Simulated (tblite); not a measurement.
# CH6BrN: the cost of one run

Computed with tblite 0.8.0 and PySCF 2.14.0; each step states its level. No surroundings beyond the atoms listed, unless a continuum is named. Atoms count from 0, parts from 1.

### 1 Starting point

9 atoms, charge 0, multiplicity 1; geometry: rigid parts in contact. Parts: 1 = atoms 0–1, `Br`, charge 0; 2 = atoms 2–8, `CN`, charge 0.

### 2 Search for minima with GFN2-xTB

What the job is given:

```
{"job": {"kind": "dock", "xc": "GFN2-xTB", "basis": "xTB"}, "charge": 0, "multiplicity": 1, "parts": [{"atoms": "0-1", "charge": 0, "multiplicity": 1}, {"atoms": "2-8", "charge": 0, "multiplicity": 1}]}
Br     0.700708     0.000943    -0.008935
H     -0.700708    -0.000943     0.008935
C     -2.355698     2.022638    -1.709513
N     -2.568200     0.795070    -0.962599
H     -3.279141     2.555224    -1.979704
H     -1.817181     1.782881    -2.625708
H     -1.735806     2.690101    -1.111784
H     -3.137969     0.151070    -1.501453
H     -3.062920     0.991700    -0.098723
```

Method: GFN2-xTB search for minima from random contacts, gas phase.

Command:

```console
OMP_NUM_THREADS=1 python cluster_run.py task.json out
```

One launch serves the whole session: the jobs run in the order shown.

Q: Estimate the wall time of this first job on 1 thread of Arm Neoverse V1, shared host.

About 4.2 s.
